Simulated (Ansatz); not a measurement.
**Sb₂S₃ (Pnma, No. 62): properties by level of theory**

Reference values: band gap 1.73 eV (measured, temperature not stated, no zero-point or thermal correction, indirect, UV-vis, bulk at ambient condition; as tabulated in Phase transition mechanism and bandgap engineering of Sb2S3 at gigapascal …).

```json
[
 {"level (code)": "LDA (Ansatz)", "cohesive energy (eV/atom)": "4.09", "band gap (eV)": "…"},
 {"level (code)": "PBE (Ansatz)", "cohesive energy (eV/atom)": "3.18", "band gap (eV)": "1.33"},
 {"level (code)": "HSE06 (Ansatz)", "cohesive energy (eV/atom)": "2.97", "band gap (eV)": "…"}
]
```

**Question.** Fill in the missing entries.

**Answer.** 
- LDA (Ansatz, a first-principles code), band gap (eV): 1.09
- HSE06 (Ansatz), band gap (eV): 1.94

Computed values are for a static lattice. Levels without +SOC have no spin–orbit coupling; where heavier elements are present it shifts gaps, mostly down, and can invert bands.  LDA, PBE, HSE06: the relaxation could not lower the start's symmetry, so the cell can be a saddle point above a distorted one. Each level is taken at its own relaxed cell. Cutoffs and k meshes differ between the levels. Ansatz's density-functional and Hartree–Fock values are scalar-relativistic unless marked +SOC, with PAW data made under PBE.

Caveats: the relaxation could not lower the start's symmetry, so the cell can be a saddle point above a distorted one (LDA, PBE, HSE06). Ansatz's density-functional and Hartree–Fock values are scalar-relativistic unless marked +SOC, with PAW data made under PBE.

Unless a cell is named, each level is at its own relaxed cell (LDA 22.71, PBE 26.54, HSE06 26.31 Å³/atom).

Free atoms are spin-polarised, in the lowest state found; at levels without +SOC their spin–orbit coupling is left out.
